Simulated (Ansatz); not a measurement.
# BH2 (boron dihydride): the energy, rung by rung

The species is BH2 (3 atoms), meant as a doublet with charge 0. SMILES: `[BH2]`. The shape is that of a GFN2-xTB optimisation.

```xyz
3

B     0.2628   -0.1662    0.1286
H     0.2800    0.9853    0.2610
H    -0.5429   -0.8191   -0.3896
```

Each level gives the energy change with the B1–H3 bond stretched from 1.159 to 2.319 Å (eV). The values are calculated.

```tsv
level	kind	program	value (eV)
USVWN5/6-311G**	LDA	Ansatz	3.25
UBLYP/6-311G**	GGA	Ansatz	3.13
UB3LYP/6-311G**	global hybrid	Ansatz	3.31
UHSE06/6-311G**	range-separated hybrid	Ansatz	3.38
UB2PLYP/6-311G**	double hybrid	Ansatz	3.41
RPA@PBE/6-311G**	RPA	Ansatz	3.20
UMP2/6-311G**	perturbation theory	Ansatz	3.56
UBCCD(T)/6-311G**	coupled cluster or CI	Ansatz	3.22
FCI/3-21G	exact in the basis	Ansatz	2.95
```

The first shape isn't each level's own minimum. The values span 2.95 to 3.56 eV. Spin contamination of the reference (⟨S²⟩ at least 0.1 too high) touches UB3LYP/6-311G**, UHSE06/6-311G**, UB2PLYP/6-311G**, UMP2/6-311G**, UBCCD(T)/6-311G**. High-level rows in very small sets aren't better than simpler rows in larger ones.
